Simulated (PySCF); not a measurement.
Species: allyl methyl ether, C4H8O.
SMILES: `COCC=C`

A linear-response calculation (PySCF, def2-SVPD basis, gas phase, vertical, core orbitals frozen in the response) gave these numbers; the functional is withheld.

Orbital energies (eV): HOMO-3 -11.37, HOMO-2 -10.68, HOMO-1 -9.28, HOMO -8.82, LUMO 1.21, LUMO+1 1.48, LUMO+2 1.91.

| state | E (eV) | f | main configurations (H = HOMO, L = LUMO) |
| --- | --- | --- | --- |
| S1 | 6.95 | 0.086 | H→L (83%), H-1→L (11%) |
| S2 | 7.27 | 0.028 | H→L+1 (76%) |
| S3 | 7.60 | 0.062 | H→L+2 (46%), H-1→L+1 (31%), H-1→L+2 (11%) |
| S4 | 7.68 | 0.354 | H-1→L (77%) |
| S5 | 8.00 | 0.0037 | H→L+3 (35%), H-2→L (24%), H-3→L (24%) |
| S6 | 8.05 | 0.0059 | H→L+3 (42%), H-2→L (26%), H-3→L (18%) |

Triplets (Tamm–Dancoff): T1 4.36 eV, H→L (47%), H-1→L (40%); T2 6.80 eV, H→L (42%), H-1→L (39%); T3 7.18 eV, H→L+1 (67%), H-1→L+1 (10%); T4 7.44 eV, H→L+2 (44%), H-1→L+1 (34%), H-1→L+2 (11%).

Vertical ionisation energy by ΔSCF with the same functional: 9.69 eV. Mean static polarisability: 57.0 au.

**Question.** Name the functional.
A. PBE
B. B3LYP
C. HF
D. CAM-B3LYP

**Answer.** D. CAM-B3LYP is range-separated, 19% exact exchange at short range and 65% at long range (ω = 0.33 bohr⁻¹). In this run −ε(HOMO) = 8.82 eV differs from the ΔSCF value by -0.87 eV, and S1 differs from the orbital gap of 10.03 eV by -3.07 eV. The ratio −ε(HOMO)/IP is 0.91. Usual ranges for neutral molecules in this basis: 0.85 to 0.93 with CAM-B3LYP, 0.5 to 0.7 with PBE, 0.67 to 0.83 with B3LYP; Hartree–Fock can't fall below 1, since the ion's relaxation only lowers the ΔSCF value. The other options: PBE, a GGA without exact exchange; HF, time-dependent Hartree–Fock, 100% exact exchange; B3LYP, a global hybrid with 20% exact exchange.

Theory: TDDFT CAM-B3LYP/def2-SVPD, vertical, gas phase, core orbitals frozen in the response (PySCF 2.14.0, density-fitted response routines). The structure is a single PBE0-D3(BJ)/def2-SVP conformer in the gas phase; no vibrational or solvent corrections.

Conformer computed: `[CH2:1]=[CH:2][CH2:3][O:4][CH3:5]`: C1–C2–C3–O4 -132°, C2–C3–O4–C5 -178°.
